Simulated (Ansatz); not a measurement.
The input, for Ansatz 0.2.0:

```yaml
crystal:
  periodic: [false, false, false]
  atoms:
    - {symbol: H, position_ang: [-2.402126, 0.047936, 0.000000]}
    - {symbol: H, position_ang: [-1.512126, 0.047936, 0.000000]}
    - {symbol: Si, position_ang: [0.121874, 0.047936, 0.000000]}
    - {symbol: H, position_ang: [0.518309, -1.431577, 0.000000]}
basis:
  gaussian: {orbitals: cc-pVDZ}
magnetization: {spin_polarized: false, initial_magnetization: 1}
correlation: {method: fic_mrcisd_q, electrons: outside_noble_gas, active_space: {window: {electrons: 7, orbitals: 7}, shells: [{species: H, l: s, shell: 1}, {species: Si, l: s, shell: 3}, {species: Si, l: p, shell: 3}]}}
```

```sh
$ ansatz run in.yaml --threads 1 --pin off --events-out ev --progress --plain --max-ram 4096MiB --backend cpu
```

**Question.** Roughly how long does this take on 1 thread of AMD EPYC 7R13, shared host, and how much host memory?

**Answer.** 8 s wall and 0.15 GiB.

```
588 factors; integrals over basis functions are off by at most 1.7e-7 eV
mean field evaluation 1: about -7904.7154 eV, gradient 8.7e0 eV
mean field evaluation 2: about -7904.7243 eV, gradient 8.8e0 eV
mean field evaluation 4: about -7905.2141 eV, gradient 4.9e-1 eV
mean field evaluation 8: about -7905.2164 eV, gradient 2.9e-4 eV
mean field evaluation 16: about -7904.6540 eV, gradient 1.3e-2 eV
mean field evaluation 32: about -7905.1574 eV, gradient 9.2e-1 eV
mean field -7905.21641242 eV, -290.5113448083 hartree, gradient 8.8e-6 eV, S^2 0.750000; 6 other end points of the search recorded, 0 dependent functions left out
reference -7905.21641242 eV, -290.5113448083 hartree; 9, 8 occupied and 24, 25 virtual orbitals, 588 factors
state -7906.80432819 eV, -290.5696996365 hartree
contracted CI cycle   1: correlation 0.00000000 eV, 0.0000000000 hartree, residual 1.08e1 eV
contracted CI cycle   2: correlation -2.10547243 eV, -0.0773746845 hartree, residual 2.29e0 eV
contracted CI cycle   3: correlation -2.19972084 eV, -0.0808382499 hartree, residual 5.14e-1 eV
contracted CI cycle   4: correlation -2.20445380 eV, -0.0810121830 hartree, residual 1.31e-1 eV
contracted CI cycle   5: correlation -2.20475680 eV, -0.0810233178 hartree, residual 3.53e-2 eV
contracted CI cycle   6: correlation -2.20477926 eV, -0.0810241435 hartree, residual 9.93e-3 eV
contracted CI cycle   7: correlation -2.20478091 eV, -0.0810242040 hartree, residual 2.65e-3 eV
contracted CI cycle   8: correlation -2.20478103 eV, -0.0810242084 hartree, residual 7.21e-4 eV
state -7906.80432819 eV, -290.5696996365 hartree; corrected -7909.12352024 eV, -290.6549283725 hartree
Total energy: -7909.12352024 eV, -290.6549283725 hartree
Checks for a lower state left out: starts, orbital_swaps
```

Natural occupations: 1.9791 1.9692 1.9160 1.0000 0.0854 0.0276 0.0227.

For the same geometry and basis full CI lies 13.5 meV lower.
